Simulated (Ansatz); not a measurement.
System: rutile TiO2. Method: PBE-D3(BJ) (Ansatz, a quantum-chemistry and plane-wave program, PAW).

The input as run:

Ansatz 0.2 input:
```yaml
crystal:
  lattice:
    - [4.5772274057, 0.0, 0.0]
    - [0.0, 4.5772274057, 0.0]
    - [0.0, 0.0, 2.9344719286]
  atoms:
    - { symbol: Ti, position: [0.0, 0.0, 0.0] }
    - { symbol: Ti, position: [0.5, 0.5, 0.5] }
    - { symbol: O, position: [0.3043724271, 0.3043724271, 0.0] }
    - { symbol: O, position: [0.8043724271, 0.1956275729, 0.5] }
    - { symbol: O, position: [0.1956275729, 0.8043724271, 0.5] }
    - { symbol: O, position: [0.6956275729, 0.6956275729, 0.0] }
basis:
  ecutwfc: 520
  ecutrho_ratio: 4
  xc_grid: 2
kpoints:
  mp_grid: { grid: [8, 8, 12] }
hamiltonian:
  xc: pbe
  dispersion: d3bj
  pseudopotentials: { kind: paw }
scf:
  occupations: { method: fermi_dirac, width: 0.01 }
output:
  forces: true
  stress: true
  eigenvalues: true
relax:
  f_tol: 0.004
  escape_saddle: false
  max_steps: 80
  cell: { stress_tol: 0.02, fix: [volume] }
```

The run printed, among other lines:

```
Relaxation: its limit of steps is 80 (relax.max_steps)
Crystal: 6 atoms, lattice volume = 61.480 Å³
Basis set: ecut = 520 eV, 1651 PW (Γ), exchange–correlation on 72×72×48 points (8 copies of the dense FFT grid, shifted against one another)
Bands: 30, of which v1, the nominal top of the filled ones, is band 24 counted from 1 (23 counted from 0)
Symmetry: 16 space group operations
Space group: P42/mnm (ITA 136), of the structure as read, at distance tolerance 3.9e-5 Å
k-points: 105 of 768
Functional: x = pbe(κ = 0.804, μ = 0.2195149727645171), c = pbe(β = 0.06672455060314922)
SCF iter   1: F=—  HF=-7278.778088 eV  |F-HF|=—  |Δ(HF+E_count)|=         —  Δρ=2.39e-3  dr2=1.84e-3
SCF iter   2: F=—  HF=-7278.778839 eV  |F-HF|=—  |Δ(HF+E_count)|=   7.51e-4  Δρ=1.37e-3  dr2=4.51e-4
  ...
SCF 1 converged in 6 iterations: F = -7278.779340 eV  dr2 = 8.16e-8
Crystal: 6 atoms, lattice volume = 61.480 Å³
Initial density: handed on by an earlier stage of this run
SCF 2 converged in 4 iterations: F = -7278.780177 eV  dr2 = 3.21e-7
Crystal: 6 atoms, lattice volume = 61.480 Å³
SCF 3 converged in 5 iterations: F = -7278.780892 eV  dr2 = 9.35e-8
Crystal: 6 atoms, lattice volume = 61.480 Å³
SCF 4 converged in 4 iterations: F = -7278.780898 eV  dr2 = 2.23e-9
Crystal: 6 atoms, lattice volume = 61.480 Å³
SCF iter   5: F=—  HF=-7278.780901 eV  |F-HF|=—  |Δ(HF+E_count)|=  6.46e-11  Δρ=2.42e-7  dr2=1.38e-11
SCF iter   6: F=-7278.780901 eV  HF=-7278.780901 eV  |F-HF|=1.82e-12  |Δ(HF+E_count)|=  2.18e-11  Δρ=2.49e-8  dr2=2.15e-13
SCF 5 converged in 6 iterations: F = -7278.780901 eV  dr2 = 2.15e-13
SCF converged after 6 iterations
Free energy (F): -7278.780901 eV
Internal energy: -7278.780901 eV  (E = F + TS)
E sigma→0 (E₀):  -7278.780901 eV
Fermi energy:    10.326505 eV
--- Forces (eV/Å), atoms counted from 1 ---
  atom   1  Ti     0.00000000     0.00000000     0.00000000
  atom   2  Ti     0.00000000    -0.00000000     0.00000000
  atom   3  O     -0.00061751    -0.00061751     0.00000000
  atom   4  O     -0.00061751     0.00061751     0.00000000
  atom   5  O      0.00061751    -0.00061751     0.00000000
  atom   6  O      0.00061751     0.00061751     0.00000000
--- Stress (GPa, compression-positive) ---
        4.605122       0.000000       0.000000
        0.000000       4.605122       0.000000
        0.000000       0.000000       4.585244
  P = ⅓ Tr σ = 4.5985 GPa (45.985 kbar)
```

The cell is one volume of an energy–volume scan, off the minimum.
